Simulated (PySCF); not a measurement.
Bonds broken one at a time in the series Si F-Cl. All species are isolated molecules in the gas phase. Strings in code marks are SMILES.

Calculation: PBE-D3(BJ)/def2-TZVP // B3LYP-D3(BJ)/def2-TZVP run with PySCF. 

```tsv
species	dipole moment (D)
whole molecule (`F[Si](F)(F)F`)	0.00
radical fragment (`F[Si](F)F`)	?
radical fragment (`F[Si](F)Cl`)	0.90
whole molecule (`[Si](Cl)(Cl)(Cl)Cl`)	0.00
```

### Question
Some entries are withheld; supply them.

### Answer

- radical fragment (`F[Si](F)F`), dipole moment (D): 1.03
